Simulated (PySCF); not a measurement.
methane cation (CH4), SMILES C (connectivity only; charge and spin as stated), charge +1, multiplicity 2.

Geometry: B3LYP-D3(BJ)/def2-TZVPD. The multiplicity is an assumed one; other spin states were not compared.

Computed with ωB97X/def2-TZVPD (PySCF).

Isolated molecule, no solvent.

Computed frontier levels, dipole moment and polarisability:
The α spin, highest occupied and lowest empty level comes out as -21.13 and -4.14 eV and the β spin, highest occupied and lowest empty level is -23.71 and -11.57 eV. The dipole moment about the centre of nuclear charge is 0.00 D and the mean static polarisability comes out as 12.6 bohr³ (1.87 Å³). The polarisability, principal values is 10.1, 13.9, 13.9 bohr³ and the ⟨S²⟩ comes out as 0.752 (pure state 0.75).
